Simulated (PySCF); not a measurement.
# PF4+: excited states

Wanted: excited states for PF4+ (`F[P+](F)(F)F`).

Computed with PySCF 2.14.0 and routines of our own; the level stands in each step. Atoms count from 0.

## 1. The starting structure

5 atoms, charge 1, multiplicity 1; geometry from: GFN2-xTB.

## 2. Excited states: TDA B3LYP/def2-SVPD

Job settings and geometry (Å):

```
{"job": {"kind": "states", "xc": "B3LYP", "basis": "def2-SVPD", "tda": true, "soc": true, "nstates": 5, "ntriplets": 6, "nquad": 4}, "charge": 1, "multiplicity": 1}
F     -1.204927    -0.026965    -0.900407
P      0.001813     0.000587    -0.003414
F      1.239715    -0.245879    -0.820859
F      0.100671     1.345106     0.662940
F     -0.128649    -1.069997     1.044555
```

With the program's defaults for keys left out, this is: TDA B3LYP/def2-SVPD excited states, vertical, gas phase, spin-orbit mean-field couplings.

Command:

```console
$ OMP_NUM_THREADS=1 python excited_run.py task.json out
```

This one command runs all jobs of the session in turn.

The program printed:

```text
coarse grid: 5968 points
cycle   1  E = -739.8570404961  dE =  1.564e+00  |g| = 9.052e-01  |ddm| = 2.941e+00
cycle   2  E = -739.7078448998  dE =  1.492e-01  |g| = 1.368e+00  |ddm| = 2.281e+00
cycle   3  E = -740.0134242411  dE = -3.056e-01  |g| = 1.019e-01  |ddm| = 1.240e+00
cycle   4  E = -740.0150076525  dE = -1.583e-03  |g| = 6.950e-03  |ddm| = 1.121e-01
cycle   5  E = -740.0150152171  dE = -7.565e-06  |g| = 4.701e-04  |ddm| = 5.864e-03
final grid: 58344 points
cycle   6  E = -740.0935581677  dE = -5.765e-06  |g| = 2.606e-03  |ddm| = 1.378e-02
cycle   7  E = -740.0935571004  dE =  1.067e-06  |g| = 3.699e-03  |ddm| = 3.616e-03
cycle   8  E = -740.0935591701  dE = -2.070e-06  |g| = 2.369e-04  |ddm| = 2.422e-03
cycle   9  E = -740.0935591790  dE = -8.908e-09  |g| = 7.531e-05  |ddm| = 2.851e-04
cycle  10  E = -740.0935591798  dE = -7.617e-10  |g| = 2.881e-05  |ddm| = 6.631e-05
converged SCF energy = -740.0935591798

Singlet excitations
state   eV       nm        f     d(h-e)  d(exc)  Lambda  PR(NTO)  |dmu|/D   mu/D   main configurations
  1  11.1198   111.5   0.00000   0.418   2.195   0.494   1.017    1.200    1.199   H->L 0.97
  2  11.1198   111.5   0.00000   0.429   2.195   0.459   1.017    1.232    1.232   H-1->L 0.97
  3  11.1202   111.5   0.00000   0.374   2.195   0.499   1.018    1.072    1.072   H-2->L 0.97
  4  12.5938    98.4   0.00000   0.007   2.058   0.586   1.155    0.019    0.018   H-6->L 0.93
  5  12.5942    98.4   0.00000   0.004   2.058   0.591   1.155                     H-7->L 0.93

Triplet excitations (Tamm-Dancoff)
state   eV     d(h-e)  d(exc)  Lambda  PR(NTO)   main configurations
  1  10.5647   0.258   2.087   0.468   1.076   H-1->L 0.72, H->L 0.19
  2  10.5647   0.372   2.087   0.486   1.068   H->L 0.74, H-1->L 0.21
  3  10.5652   0.326   2.087   0.497   1.072   H-2->L 0.90
  4  11.6222   0.084   2.015   0.609   1.255   H-3->L 0.84
  5  11.6223   0.069   2.015   0.612   1.256   H-4->L 0.83
  6  11.6225   0.085   2.015   0.607   1.256   H-5->L 0.85
S1 - T1 = 0.5551 eV

Spin-orbit couplings |<S|Hso|T>| (cm-1)
             T1       T2       T3       T4       T5       T6
S0      124.131  124.081  124.095    0.036    0.040    0.094
S1       60.017   24.497   64.469    1.125    1.472    2.115
S2       25.099   59.877   64.361    1.639    2.102    0.838
S3       64.228   64.600    7.364    1.944    1.124    1.729
S4       61.765   48.446   36.450    1.206    2.657    1.729
S5       34.326   51.409   60.595    2.419    1.212    1.966
T1 sublevels (cm-1): 0.000 129.295 129.664   radiative rates (1/s): 0.352 389 2.13e+03
```

It took 6 s on 1 thread of Arm Neoverse V1, shared host; peak memory 0.47 GiB.

Key values:

```csv
quantity,value
S1 less T1,0.56 eV
```

## 3. Excited states: TDA B3LYP/6-31+G*

Job settings and geometry (Å):

```
{"job": {"kind": "states", "xc": "B3LYP", "basis": "6-31+G*", "tda": true, "soc": true, "nstates": 5, "ntriplets": 6, "nquad": 4, "scf": {"max_cycle": 5}}, "charge": 1, "multiplicity": 1}
F     -1.204927    -0.026965    -0.900407
P      0.001813     0.000587    -0.003414
F      1.239715    -0.245879    -0.820859
F      0.100671     1.345106     0.662940
F     -0.128649    -1.069997     1.044555
```

Method: TDA B3LYP/6-31+G* excited states, vertical, gas phase, spin-orbit mean-field couplings.

The program printed:

```text
final grid: 58344 points
cycle   1  E = -740.3301050337  dE =  1.592e+00  |g| = 8.854e-01  |ddm| = 2.972e+00
cycle   2  E = -740.1858484483  dE =  1.443e-01  |g| = 1.341e+00  |ddm| = 2.147e+00
cycle   3  E = -740.4815193281  dE = -2.957e-01  |g| = 9.796e-02  |ddm| = 1.149e+00
cycle   4  E = -740.4830410220  dE = -1.522e-03  |g| = 6.655e-03  |ddm| = 1.180e-01
cycle   5  E = -740.4830499577  dE = -8.936e-06  |g| = 2.228e-04  |ddm| = 7.025e-03
SCF not converged, last energy = -740.4830499577
```

It took 1.3 s on 1 thread of Arm Neoverse V1, shared host.

Diagnosis: The cap of 5 cycles ended the SCF at a gradient of 2.2e-04. The remedy is to raise the cap. Numbers printed on the way are no properties of the molecule.

## 4. Excited states: TDA B3LYP/aug-cc-pVDZ

Job settings and geometry (Å):

```
{"job": {"kind": "states", "xc": "B3LYP", "basis": "aug-cc-pVDZ", "tda": true, "soc": true, "nstates": 5, "ntriplets": 6, "nquad": 4, "frozen_core": false, "scf": {"max_cycle": 8}}, "charge": 1, "multiplicity": 1}
F     -1.204927    -0.026965    -0.900407
P      0.001813     0.000587    -0.003414
F      1.239715    -0.245879    -0.820859
F      0.100671     1.345106     0.662940
F     -0.128649    -1.069997     1.044555
```

Method: TDA B3LYP/aug-cc-pVDZ excited states, vertical, gas phase, spin-orbit mean-field couplings.

The program printed:

```text
final grid: 58344 points
cycle   1  E = -740.3603355651  dE =  1.628e+00  |g| = 9.127e-01  |ddm| = 4.221e+00
cycle   2  E = -740.2086734318  dE =  1.517e-01  |g| = 1.380e+00  |ddm| = 4.060e+00
cycle   3  E = -740.5188121641  dE = -3.101e-01  |g| = 9.578e-02  |ddm| = 2.247e+00
cycle   4  E = -740.5202321721  dE = -1.420e-03  |g| = 7.670e-03  |ddm| = 1.873e-01
cycle   5  E = -740.5202407553  dE = -8.583e-06  |g| = 5.956e-04  |ddm| = 9.312e-03
cycle   6  E = -740.5202408144  dE = -5.913e-08  |g| = 9.358e-05  |ddm| = 1.581e-03
cycle   7  E = -740.5202408146  dE = -1.539e-10  |g| = 8.372e-05  |ddm| = 1.656e-04
cycle   8  E = -740.5202408157  dE = -1.108e-09  |g| = 2.993e-06  |ddm| = 8.848e-05
SCF not converged, last energy = -740.5202408157
```

Wall time 2.3 s (1 thread of Arm Neoverse V1, shared host); peak memory 0.5 GiB.

**What went wrong.** The cap of 8 cycles ended the SCF at a gradient of 3.0e-06. Cure: raise the cap. Numbers printed on the way are no properties of the molecule.

## 5. Excited states: TDA B3LYP/aug-pcseg-0 in acetonitrile

Job settings and geometry (Å):

```
{"job": {"kind": "states", "xc": "B3LYP", "basis": "aug-pcseg-0", "tda": true, "soc": true, "nstates": 5, "ntriplets": 6, "nquad": 4, "solvent": "acetonitrile"}, "charge": 1, "multiplicity": 1}
F     -1.204927    -0.026965    -0.900407
P      0.001813     0.000587    -0.003414
F      1.239715    -0.245879    -0.820859
F      0.100671     1.345106     0.662940
F     -0.128649    -1.069997     1.044555
```

With the program's defaults for keys left out, this is: TDA B3LYP/aug-pcseg-0 excited states, vertical, IEF-PCM acetonitrile (non-equilibrium response), spin-orbit mean-field couplings.

The program printed:

```text
coarse grid: 5968 points
cycle   1  E = -738.8610855165  dE =  1.598e+00  |g| = 7.168e-01  |ddm| = 3.092e+00
cycle   2  E = -738.8620942801  dE = -1.009e-03  |g| = 8.900e-01  |ddm| = 3.072e+00
cycle   3  E = -739.0019084697  dE = -1.398e-01  |g| = 1.317e-01  |ddm| = 1.354e+00
cycle   4  E = -739.0043616534  dE = -2.453e-03  |g| = 2.428e-03  |ddm| = 2.060e-01
cycle   5  E = -739.0043624877  dE = -8.342e-07  |g| = 4.447e-04  |ddm| = 7.041e-03
final grid: 58344 points
cycle   6  E = -738.9439224540  dE = -8.530e-06  |g| = 3.141e-03  |ddm| = 1.932e-02
cycle   7  E = -738.9439211341  dE =  1.320e-06  |g| = 4.352e-03  |ddm| = 5.499e-03
cycle   8  E = -738.9439238248  dE = -2.691e-06  |g| = 1.778e-04  |ddm| = 3.479e-03
cycle   9  E = -738.9439238284  dE = -3.543e-09  |g| = 9.246e-05  |ddm| = 2.164e-04
cycle  10  E = -738.9439238296  dE = -1.246e-09  |g| = 1.064e-05  |ddm| = 8.722e-05
cycle  11  E = -738.9439238296  dE = -2.183e-11  |g| = 5.820e-07  |ddm| = 2.571e-05
converged SCF energy = -738.9439238296

Singlet excitations
state   eV       nm        f     d(h-e)  d(exc)  Lambda  PR(NTO)  |dmu|/D   mu/D   main configurations
  1  10.2498   121.0   0.00000   0.408   2.186   0.502   1.017    1.234    1.234   H->L 0.99
  2  10.2509   120.9   0.00000   0.428   2.186   0.496   1.017    1.296    1.296   H-1->L 0.97
  3  10.2514   120.9   0.00000   0.432   2.186   0.465   1.017    1.309    1.308   H-2->L 0.96
  4  11.3198   109.5   0.00000   0.004   2.135   0.558   1.060    0.010    0.011   H-6->L 0.95
  5  11.3202   109.5   0.00000   0.001   2.135   0.558   1.060                     H-7->L 0.95

Triplet excitations (Tamm-Dancoff)
state   eV     d(h-e)  d(exc)  Lambda  PR(NTO)   main configurations
  1   9.6937   0.366   2.082   0.501   1.075   H->L 0.95
  2   9.6947   0.386   2.082   0.490   1.074   H-1->L 0.78, H-2->L 0.17
  3   9.6950   0.315   2.082   0.469   1.079   H-2->L 0.78, H-1->L 0.17
  4  10.5607   0.014   2.075   0.614   1.150   H-3->L 0.92
  5  10.5610   0.016   2.075   0.612   1.149   H-4->L 0.91
  6  10.5618   0.016   2.075   0.613   1.149   H-5->L 0.92
S1 - T1 = 0.5562 eV

Spin-orbit couplings |<S|Hso|T>| (cm-1)
             T1       T2       T3       T4       T5       T6
S0      123.367  123.421  123.430    0.088    0.078    0.073
S1        1.516   59.355   59.298    0.869    0.644    0.439
S2       59.368   17.088   56.703    0.537    0.636    0.590
S3       59.287   56.702   17.158    0.202    0.385    0.827
S4       36.865   45.629   56.298    1.271    2.036    2.597
S5       55.093   48.245   35.306    2.400    1.964    1.695
T1 sublevels (cm-1): 0.000 1.263 120.446   radiative rates (1/s): 0.44 2.21 1.76e+03
```

It took 3.3 s on 1 thread of Arm Neoverse V1, shared host.

From this job:

```csv
quantity,value
S1 less T1,0.56 eV
```

## 6. Excited states: TDA B3LYP/def2-TZVP

Job settings and geometry (Å):

```
{"job": {"kind": "states", "xc": "B3LYP", "basis": "def2-TZVP", "tda": true, "soc": true, "nstates": 5, "ntriplets": 6, "nquad": 4, "scf": {"level_shift": 0.3}}, "charge": 1, "multiplicity": 1}
F     -1.204927    -0.026965    -0.900407
P      0.001813     0.000587    -0.003414
F      1.239715    -0.245879    -0.820859
F      0.100671     1.345106     0.662940
F     -0.128649    -1.069997     1.044555
```

Method: TDA B3LYP/def2-TZVP excited states, vertical, gas phase, spin-orbit mean-field couplings.

The program printed:

```text
final grid: 58344 points
cycle   1  E = -740.5088700407  dE =  1.597e+00  |g| = 1.089e+00  |ddm| = 2.328e+00
cycle   2  E = -740.5912606339  dE = -8.239e-02  |g| = 1.053e+00  |ddm| = 1.300e+00
cycle   3  E = -740.7270609119  dE = -1.358e-01  |g| = 2.086e-01  |ddm| = 3.681e-01
cycle   4  E = -740.7350249616  dE = -7.964e-03  |g| = 3.499e-02  |ddm| = 1.265e-01
cycle   5  E = -740.7353342091  dE = -3.092e-04  |g| = 5.191e-03  |ddm| = 2.918e-02
cycle   6  E = -740.7353463805  dE = -1.217e-05  |g| = 1.404e-03  |ddm| = 6.180e-03
cycle   7  E = -740.7353473900  dE = -1.010e-06  |g| = 4.449e-04  |ddm| = 1.841e-03
cycle   8  E = -740.7353474846  dE = -9.458e-08  |g| = 1.654e-04  |ddm| = 5.933e-04
cycle   9  E = -740.7353474955  dE = -1.088e-08  |g| = 5.723e-05  |ddm| = 1.941e-04
cycle  10  E = -740.7353474967  dE = -1.176e-09  |g| = 1.755e-05  |ddm| = 6.104e-05
cycle  11  E = -740.7353474968  dE = -1.196e-10  |g| = 4.864e-06  |ddm| = 1.872e-05
level shift removed, Fock matrix diagonalised once more
converged SCF energy = -740.7353474968

Singlet excitations
state   eV       nm        f     d(h-e)  d(exc)  Lambda  PR(NTO)  |dmu|/D   mu/D   main configurations
  1  11.2019   110.7   0.00000   0.417   2.131   0.510   1.018    1.216    1.215   H->L 0.97
  2  11.2022   110.7   0.00000   0.407   2.131   0.493   1.018    1.186    1.187   H-1->L 0.96
  3  11.2026   110.7   0.00000   0.397   2.131   0.497   1.018    1.157    1.158   H-2->L 0.98
  4  12.6592    97.9   0.00000   0.003   1.997   0.594   1.172    0.008    0.007   H-6->L 0.92
  5  12.6597    97.9   0.00000   0.000   1.997   0.600   1.173                     H-7->L 0.92

Triplet excitations (Tamm-Dancoff)
state   eV     d(h-e)  d(exc)  Lambda  PR(NTO)   main configurations
  1  10.6524   0.375   2.042   0.510   1.067   H->L 0.92
  2  10.6526   0.344   2.042   0.494   1.069   H-1->L 0.89
  3  10.6532   0.336   2.042   0.497   1.070   H-2->L 0.92
  4  11.7280   0.100   1.968   0.624   1.281   H-3->L 0.87
  5  11.7282   0.082   1.968   0.626   1.281   H-4->L 0.65, H-5->L 0.23
  6  11.7284   0.099   1.968   0.620   1.281   H-5->L 0.65, H-4->L 0.23
S1 - T1 = 0.5495 eV

Spin-orbit couplings |<S|Hso|T>| (cm-1)
             T1       T2       T3       T4       T5       T6
S0      131.051  131.097  131.088    0.024    0.035    0.116
S1        4.968   68.826   68.875    1.059    1.768    2.676
S2       68.808    8.156   68.578    1.848    2.384    1.548
S3       68.892   68.560    7.301    2.607    1.624    1.526
S4       57.060   60.866   38.493    1.656    2.476    2.104
S5       48.666   43.860   64.444    2.438    1.549    2.234
T1 sublevels (cm-1): 0.000 2.063 140.276   radiative rates (1/s): 0.0348 0.488 2.26e+03
```

Wall time 11 s (1 thread of Arm Neoverse V1, shared host); peak memory 0.54 GiB.

From this job:

```
  quantity    value
S1 less T1  0.55 eV
```

## 7. Excited states: TDA B3LYP/Sadlej pVTZ

Job settings and geometry (Å):

```
{"job": {"kind": "states", "xc": "B3LYP", "basis": "Sadlej pVTZ", "tda": true, "soc": true, "nstates": 5, "ntriplets": 6, "nquad": 4, "scf": {"aux": "def2-universal-jfit", "max_cycle": 82}}, "charge": 1, "multiplicity": 1}
F     -1.204927    -0.026965    -0.900407
P      0.001813     0.000587    -0.003414
F      1.239715    -0.245879    -0.820859
F      0.100671     1.345106     0.662940
F     -0.128649    -1.069997     1.044555
```

With the program's defaults for keys left out, this is: TDA B3LYP/Sadlej pVTZ excited states, vertical, gas phase, spin-orbit mean-field couplings.

The program printed:

```text
final grid: 58344 points
cycle   1  E = -740.0294024791  dE =  1.627e+00  |g| = 9.904e-01  |ddm| = 3.269e+00
cycle   2  E = -739.8366733451  dE =  1.927e-01  |g| = 1.513e+00  |ddm| = 2.247e+00
cycle   3  E = -740.2097966373  dE = -3.731e-01  |g| = 9.454e-02  |ddm| = 1.294e+00
cycle   4  E = -740.2111335923  dE = -1.337e-03  |g| = 1.256e-02  |ddm| = 8.612e-02
cycle   5  E = -740.2111572298  dE = -2.364e-05  |g| = 7.901e-04  |ddm| = 1.206e-02
cycle   6  E = -740.2111572878  dE = -5.796e-08  |g| = 1.254e-04  |ddm| = 7.119e-04
cycle   7  E = -740.2111572893  dE = -1.525e-09  |g| = 7.515e-05  |ddm| = 1.321e-04
cycle   8  E = -740.2111572902  dE = -9.250e-10  |g| = 7.551e-06  |ddm| = 5.087e-05
converged SCF energy = -740.2111572902

Singlet excitations
state   eV       nm        f     d(h-e)  d(exc)  Lambda  PR(NTO)  |dmu|/D   mu/D   main configurations
  1  10.8912   113.8   0.00000   0.414   2.203   0.496   1.017    1.175    1.174   H->L 0.98
  2  10.8916   113.8   0.00000   0.398   2.203   0.499   1.017    1.130    1.130   H-1->L 0.97
  3  10.8921   113.8   0.00000   0.427   2.203   0.469   1.016    1.212    1.213   H-2->L 0.98
  4  12.3616   100.3   0.00001   0.012   2.080   0.589   1.127    0.033    0.032   H-6->L 0.94
  5  12.3622   100.3   0.00000   0.003   2.079   0.593   1.127                     H-7->L 0.94

Triplet excitations (Tamm-Dancoff)
state   eV     d(h-e)  d(exc)  Lambda  PR(NTO)   main configurations
  1  10.3422   0.372   2.096   0.495   1.066   H->L 0.93
  2  10.3426   0.348   2.096   0.497   1.068   H-1->L 0.90
  3  10.3430   0.362   2.096   0.469   1.066   H-2->L 0.91
  4  11.3757   0.096   2.034   0.615   1.218   H-3->L 0.88
  5  11.3759   0.080   2.034   0.613   1.218   H-4->L 0.81
  6  11.3761   0.087   2.034   0.608   1.218   H-5->L 0.81
S1 - T1 = 0.5490 eV

Spin-orbit couplings |<S|Hso|T>| (cm-1)
             T1       T2       T3       T4       T5       T6
S0      130.408  130.432  130.445    0.023    0.038    0.087
S1        4.442   67.027   67.064    0.898    1.309    1.933
S2       67.009    9.062   66.602    1.134    1.820    1.326
S3       67.082   66.584    8.457    2.024    1.166    1.068
S4       56.052   55.799   43.300    0.819    2.132    2.170
S5       47.670   48.026   59.620    1.349    1.250    2.061
T1 sublevels (cm-1): 0.000 134.547 134.643   radiative rates (1/s): 0.413 1.04e+03 1.8e+03
```

Wall time 6.9 s (1 thread of Arm Neoverse V1, shared host); peak memory 0.48 GiB.

A normal end doesn't make this result sound: the fitting basis def2-universal-jfit is not made for Coulomb and exchange fitting here.

## 8. Outcome

| quantity | value |
| --- | --- |
| S1 less T1 (step 2, TDA B3LYP/def2-SVPD) | 0.56 eV |
| S1 less T1 (step 5, TDA B3LYP/aug-pcseg-0 in acetonitrile) | 0.56 eV |
| S1 less T1 (step 6, TDA B3LYP/def2-TZVP) | 0.55 eV |
| runs | 2 failed, 1 ended on unsound input |

What this shows: In steps 2, 5, 6 the lowest triplet is strongly mixed with the next, so its label is unsure. In steps 2, 5, 6 some excited states are degenerate or nearly so. In step 2, the number of triplets below S1 is 3, and the largest singlet-triplet spin-orbit coupling is S0–T1, 124.13 cm⁻¹. In step 5, the number of triplets below S1 is 3, and the largest singlet-triplet spin-orbit coupling is S0–T3, 123.43 cm⁻¹. In step 6, the number of triplets below S1 is 3, and the largest singlet-triplet spin-orbit coupling is S0–T2, 131.10 cm⁻¹. The orbital labels of the leading configurations differ from run to run, so check that S1 and T1 are the same states before comparing rows.
